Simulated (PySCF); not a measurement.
## Highest orbital energy against ionisation energy along the alkaline earths

Calculated with PySCF 2.14, no spin-orbit coupling. Each cell gives −ε(HOMO) / ΔSCF in eV; NIST values include spin-orbit coupling, (s) semi-empirical, (t) theoretical.

```json
{"species": "Be (x2c-QZVPPall, spin-free X2C)", "UHF": "8.417 / 8.044", "LDA": "5.598 / 9.027", "PBE": "5.608 / 8.998", "PBE0": "6.493 / 8.972", "r2SCAN": "5.747 / 8.795", "NIST (lowest levels)": "9.323"}
{"species": "Mg (x2c-QZVPPall, spin-free X2C)", "UHF": "6.896 / 6.615", "LDA": "4.780 / 7.733", "PBE": "4.703 / 7.622", "PBE0": "5.432 / 7.551", "r2SCAN": "4.816 / 7.381", "NIST (lowest levels)": "7.646"}
{"species": "Ca (x2c-QZVPPall, spin-free X2C)", "UHF": "5.341 / 5.136", "LDA": "3.861 / 6.232", "PBE": "3.763 / 6.090", "PBE0": "4.331 / 6.013", "r2SCAN": "3.830 / 5.834", "NIST (lowest levels)": "6.113"}
{"species": "Sr (x2c-QZVPPall, spin-free X2C)", "UHF": "4.931 / 4.744", "LDA": "3.640 / 5.868", "PBE": "3.523 / 5.696", "PBE0": "4.047 / 5.612", "r2SCAN": "3.579 / 5.424", "NIST (lowest levels)": "5.695"}
```

**Question.** How far is −ε(HOMO) from ΔSCF on average for each method, and why?

**Answer.** UHF 0.26 eV; LDA -2.75 eV; PBE -2.70 eV; PBE0 -1.96 eV; r2SCAN -2.37 eV. Hartree-Fock orbital energies lack relaxation and so exceed the ΔSCF value; semilocal functionals have convex E(N) from self-interaction, so their HOMO lies far too high; exact exchange moves hybrids part of the way back.
